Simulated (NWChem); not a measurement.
Polarisability of methanol (CH4O)

```
C
H 1 1.1011
O 1 1.4071 2 107.60
H 3 0.9652 1 108.20 2 180.00
H 1 1.1092 2 107.33 3 -122.20
H 1 1.1092 2 107.33 5 -115.60
```
Charge 0, spin multiplicity 1.

The numbers come from NWChem runs, not from measurements. The geometry was optimised at B3LYP/def2-SVP, a minimum by its harmonic frequencies.

Basis set: 6-31G*. The field's frequency is 0.0773 Ha (589 nm). This basis has no diffuse functions, which lowers polarisabilities.

The correlated methods keep 2 core orbitals frozen. B3LYP has NWChem's definition, with VWN1-RPA local correlation. The Pople sets run with spherical d functions. Coupled-cluster values serve here as a point of comparison, not as the truth.

Q: Order these methods by the isotropic polarisability they give, lowest first: BHandHLYP, HF, B3LYP, PBE, CCSD linear response.

A: HF (15.49 bohr³), CCSD linear response (15.60 bohr³), BHandHLYP (15.69 bohr³), B3LYP (16.03 bohr³), PBE (16.35 bohr³)
